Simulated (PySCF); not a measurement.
# F: ionisation energy

F [He] 2s2 2p5 (2P) → F+ [He] 2s2 2p4 (3P), as a difference of total energies. Computed with PySCF 2.14 in cc-pVTZ (4s3p2d1f, 30 functions), with the non-relativistic Hamiltonian (point nucleus). Correlated levels: valence: 1s2 frozen. The calculations carry no spin-orbit coupling.

| method | ionisation energy (eV) | error (eV) |
| --- | --- | --- |
| UHF | 15.654 | -1.773 |
| M06-2X | 17.518 | +0.091 |
| M06-L | 17.219 | -0.208 |
| MP2 (valence) | 17.194 | -0.233 |
| SCS-MP2 (valence) | 17.181 | -0.246 |
| CCSD (valence) | 17.089 | -0.338 |
| CCSD(T) (valence) | 17.131 | -0.296 |

Reference: 17.427 eV (measured; NIST levels, between the centres of gravity of the two terms).

Errors of the correlated levels include the incompleteness of this basis and the frozen core.
